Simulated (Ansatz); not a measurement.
Geometry optimisation, UKS LDA/6-31G* (Ansatz 0.2.0).

The input (input.yaml):

```yaml
crystal:
  periodic: [false, false, false]
  atoms:
    - { symbol: F, position_ang: [-1.3976, -0.0754, 0.9355] }
    - { symbol: Si, position_ang: [-0.7466, -0.164, -0.5129] }
    - { symbol: S, position_ang: [0.9821, 1.0678, -0.4902] }
    - { symbol: H, position_ang: [-0.2277, -1.5566, -0.6851] }
    - { symbol: H, position_ang: [1.4396, 0.6545, 0.7113] }
magnetization:
  spin_polarized: true
  initial_magnetization: 1
basis:
  gaussian: { orbitals: "6-31G*" }
hamiltonian:
  xc: lda
relax:
  f_tol: 0.015
  max_steps: 40
```

Command:

```bash
$ ansatz run input.yaml --threads 1 --pin off --max-ram 2048MiB --backend cpu --events-out ev --progress --plain --runs-dir out
```

Problem. Where does it end, and by what steps?

Solution. It converged. After 27 steps the energy has fallen by 0.185 eV; H5 moved furthest, 0.99 Å.

```json
{"step": "0", "energy less start (eV)": "0.0000", "largest force component (eV/Å)": "0.693", "accepted": "yes"}
{"step": "1", "energy less start (eV)": "-0.0182", "largest force component (eV/Å)": "0.631", "accepted": "yes"}
{"step": "2", "energy less start (eV)": "-0.0534", "largest force component (eV/Å)": "0.122", "accepted": "yes"}
{"step": "3", "energy less start (eV)": "-0.0539", "largest force component (eV/Å)": "0.052", "accepted": "yes"}
{"step": "4", "energy less start (eV)": "-0.0542", "largest force component (eV/Å)": "0.017", "accepted": "yes"}
{"step": "5", "energy less start (eV)": "-0.0543", "largest force component (eV/Å)": "0.030", "accepted": "yes"}
{"step": "6", "energy less start (eV)": "-0.0547", "largest force component (eV/Å)": "0.084", "accepted": "yes"}
{"step": "7", "energy less start (eV)": "-0.0551", "largest force component (eV/Å)": "0.087", "accepted": "yes"}
{"step": "8", "energy less start (eV)": "-0.0560", "largest force component (eV/Å)": "0.159", "accepted": "yes"}
{"step": "9", "energy less start (eV)": "-0.0560", "largest force component (eV/Å)": "0.163", "accepted": "yes"}
{"step": "10", "energy less start (eV)": "-0.0570", "largest force component (eV/Å)": "0.168", "accepted": "yes"}
{"step": "11", "energy less start (eV)": "-0.0577", "largest force component (eV/Å)": "0.120", "accepted": "yes"}
{"step": "12", "energy less start (eV)": "-0.0589", "largest force component (eV/Å)": "0.065", "accepted": "yes"}
{"step": "13", "energy less start (eV)": "-0.0577", "largest force component (eV/Å)": "0.427", "accepted": "no"}
{"step": "14", "energy less start (eV)": "-0.0608", "largest force component (eV/Å)": "0.136", "accepted": "yes"}
{"step": "15", "energy less start (eV)": "-0.0657", "largest force component (eV/Å)": "0.356", "accepted": "yes"}
{"step": "16", "energy less start (eV)": "-0.0584", "largest force component (eV/Å)": "1.025", "accepted": "no"}
{"step": "17", "energy less start (eV)": "-0.0760", "largest force component (eV/Å)": "0.280", "accepted": "yes"}
{"step": "18", "energy less start (eV)": "-0.0873", "largest force component (eV/Å)": "0.309", "accepted": "yes"}
{"step": "19", "energy less start (eV)": "-0.1043", "largest force component (eV/Å)": "0.591", "accepted": "yes"}
{"step": "20", "energy less start (eV)": "-0.1175", "largest force component (eV/Å)": "0.832", "accepted": "yes"}
{"step": "21", "energy less start (eV)": "-0.1282", "largest force component (eV/Å)": "1.160", "accepted": "yes"}
{"step": "22", "energy less start (eV)": "-0.1340", "largest force component (eV/Å)": "1.093", "accepted": "yes"}
{"step": "23", "energy less start (eV)": "-0.1752", "largest force component (eV/Å)": "0.413", "accepted": "yes"}
{"step": "24", "energy less start (eV)": "-0.1835", "largest force component (eV/Å)": "0.158", "accepted": "yes"}
{"step": "25", "energy less start (eV)": "-0.1828", "largest force component (eV/Å)": "0.224", "accepted": "no"}
{"step": "26", "energy less start (eV)": "-0.1851", "largest force component (eV/Å)": "0.015", "accepted": "yes"}
{"step": "27", "energy less start (eV)": "-0.1851", "largest force component (eV/Å)": "0.007", "accepted": "yes"}
```

```xyz
5
Properties=species:S:1:pos:R:3
F -1.286 -0.507 1.138
Si -0.663 -0.157 -0.310
S 1.385 0.432 -0.225
H -0.589 -1.425 -1.128
H 1.203 1.584 0.483
```

The run took 29 s on 1 thread of Intel(R) Xeon(R) Platinum 8375C CPU @ 2.90GHz (Ice Lake) (shared host), peak memory 0.15 GiB.
